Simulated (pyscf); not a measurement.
Elementary routes open to `[Cl][GeH]` [singlet] + `[NH3]` in the gas phase (singlet surface):
A. `[NH2][GeH2][Cl]` (H–N broken; Ge–N, Ge–H formed)
B. `[NH2][Ge][Cl]` [singlet] + `[H][H]` (Ge–H, H–N broken; Ge–N, H–H formed)
C. `[NH]=[GeH][Cl]` + `[H][H]` (H–N, H–N broken; Ge–N, H–H formed)

Optimised with ωB97X-D3(BJ)/def2-SVP in PySCF.

Q: Rank the routes by free-energy barrier at 900 K, lowest first, for ωB97M-D3(BJ)/def2-TZVP energies (ideal gas, 1 atm, RRHO with modes under 100 cm⁻¹ raised to 100, one conformer, R ln 2 for chiral ones without a mode under 150 cm⁻¹).

A: B (42.2 kcal/mol), A (61.8 kcal/mol), C (103.6 kcal/mol)

Route B is the fastest of these, ahead of the next by 19.6 kcal/mol. The most stable products are those of B (ΔG = -14.8 kcal/mol), so kinetics and thermodynamics agree. At 298 K B is still the fastest. A: On the reactant side the descent ends in an adduct with a Ge–N contact, 26.2 kcal/mol under the separated species and 55.7 kcal/mol under the saddle at ωB97X-D3(BJ)/def2-TZVP. B: On the reactant side the descent ends in an adduct with a Ge–N contact (not fully relaxed), 26.2 kcal/mol under the separated species and 38.1 kcal/mol under the saddle at ωB97X-D3(BJ)/def2-TZVP. C: On the reactant side the descent ends in an adduct with a Ge–N contact, 25.8 kcal/mol under the separated species and 102.9 kcal/mol under the saddle at ωB97X-D3(BJ)/def2-TZVP. Only these routes are compared; each barrier is that of the saddle found, and lower ones may exist. A restricted solution here is unstable towards spin polarisation, so biradical character is likely and single-reference numbers are less safe. Elements up to Kr have no core potential and no relativistic terms here.
